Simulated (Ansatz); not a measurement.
Input file:

```yaml
crystal:
  periodic: [false, false, false]
  atoms:
    - {symbol: Ge, position_ang: [0.084376, 0.005225, 0.183398]}
    - {symbol: As, position_ang: [-0.080498, 0.013599, -1.896009]}
    - {symbol: H, position_ang: [-0.003878, -0.018825, 1.712611]}
basis:
  gaussian: {orbitals: cc-pVDZ}
correlation: {active_space: {ras: {orbitals: [15, 0, 26], electrons: 27, max_holes: 2, max_particles: 2}, fixed_orbitals: true}}
```

```sh
$ ansatz run in.yaml --threads 1 --pin off --events-out ev --progress --plain --max-ram 2393MiB
```

**Question.** One thing in this input was set wrong on purpose, beside settings that are merely unusual. What is the gravest fault, and what does the program do?

**Answer.** Electron count of the space is wrong. How the run ends: stopped by an error.
```
700 factors; integrals over basis functions are off by at most 1.2e-3 eV
mean field evaluation 1: about -117281.1085 eV, gradient 1.4e1 eV
mean field evaluation 2: about -117281.1115 eV, gradient 1.4e1 eV
mean field evaluation 4: about -117282.0781 eV, gradient 1.6e0 eV
mean field evaluation 8: about -117282.1024 eV, gradient 5.6e-2 eV
mean field -117282.10240950 eV, -4310.0377668848 hartree, gradient 9.8e-7 eV, S^2 0.000000; 0 other end points of the search recorded, 0 dependent functions left out
reference -117282.10240950 eV, -4310.0377668848 hartree; 33, 33 occupied and 26, 26 virtual orbitals, 700 factors
Error: 27 electrons in 41 orbitals form no window around the highest filled level of the reference
```
